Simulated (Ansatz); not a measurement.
Results of PBEsol in Ansatz (plane waves, PAW) for tetradymite Bi2Te3.

Run with plane-wave cutoff 560 eV, 10×10×10 k mesh, Fermi–Dirac smearing 0.01 eV, scalar-relativistic PAW data made under PBE.

Starting structure:

```xyz
5
Lattice="2.1900 1.2644 10.1633 -2.1900 1.2644 10.1633 0.0000 -2.5288 10.1633" Properties=species:S:1:pos:R:3 pbc="T T T"
Bi     0.0000     0.0000    12.1960
Bi     0.0000     0.0000    18.2940
Te     0.0000     0.0000     0.0000
Te     0.0000     0.0000     6.4029
Te     0.0000     0.0000    24.0871
```

Problem. Into what structure does the relaxation of cell and atoms lead at this level, with the symmetry of the start kept?

Solution. The volume drops by 0.6 %; final space group R-3m.
```xyz
5
Lattice="2.1904 1.2646 10.1035 -2.1904 1.2646 10.1035 0.0000 -2.5292 10.1035" Properties=species:S:1:pos:R:3 pbc="T T T"
Bi     0.0000     0.0000    12.1195
Bi     0.0000     0.0000    18.1910
Te     0.0000     0.0000     0.0000
Te     0.0000     0.0000     6.3645
Te     0.0000     0.0000    23.9460
```

Note: the cell comes from a level without a dispersion term, which matters for the spacing of layers, chains or molecules.

Ansatz is a quantum-chemistry and plane-wave program.
